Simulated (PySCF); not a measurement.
Molecule: `C[n+]1cc[nH]c1`, [C₄H₇N₂]+.

Cartesian coordinates in Å; atom numbers follow the order of the lines, from 1:
```xyz
13

C     1.8615    0.0058    0.0897
N     0.4256    0.0107    0.0209
C    -0.3567   -1.1012   -0.0890
C    -1.6533   -0.6863   -0.1262
N    -1.6317    0.6711   -0.0378
C    -0.3652    1.0746    0.0503
H     2.2351    1.0236    0.1728
H     2.2778   -0.4555   -0.8065
H     2.1926   -0.5667    0.9567
H     0.0521   -2.0905   -0.1337
H    -2.5588   -1.2528   -0.2070
H    -2.4445    1.2736   -0.0391
H    -0.0390    2.0941    0.1310
```

Total charge +1.

Frames of a GFN2-xTB Langevin trajectory at 600 K; GIAO PBE0/pcSseg-1 shieldings in PySCF 2.14.0 with density-fitted response routines, gas phase, non-relativistic; equivalent atoms averaged within each frame.

Shifts are taken against calculated references (same method and geometry level): 13C (σ = 186.93 ppm) and 1H (σ = 31.72 ppm) vs TMS; NH3 for 15N (σ = 267.73 ppm). The references are static minima.

Task: How do the shifts (ppm) fluctuate along the trajectory?

Result: 
```
         time (fs)     C6     C3     C4    C1     N2     N5    H12   H10   H13   H11
optimised geometry  138.1  131.7  129.4  36.8  210.1  191.2   9.68  7.76  7.99  7.81
               250  145.0  137.3  130.1  37.3  218.6  197.1  10.35  8.01  7.92  7.44
               425  141.3  133.9  135.1  34.4  219.4  189.6   9.86  8.29  8.11  8.96
               625  136.7  138.7  126.1  47.0  222.1  189.8  10.59  8.45  8.95  6.81
               800  141.8  138.7  129.0  37.7  228.2  183.1   8.79  8.41  8.10  7.99
              1000  147.0  139.6  145.2  37.8  209.7  207.8  10.89  8.60  8.70  8.46
    mean of frames  142.4  137.6  133.1  38.8  219.6  193.5  10.10  8.35  8.36  7.93
standard deviation    3.9    2.3    7.5   4.8    6.7    9.4   0.82  0.22  0.44  0.84
```

5 frames give an uncertainty of the mean of about the standard deviation over 2.2 at best, since frames this close in time may not be independent; classical motion lacks zero-point vibration, and the reference would need the same averaging.
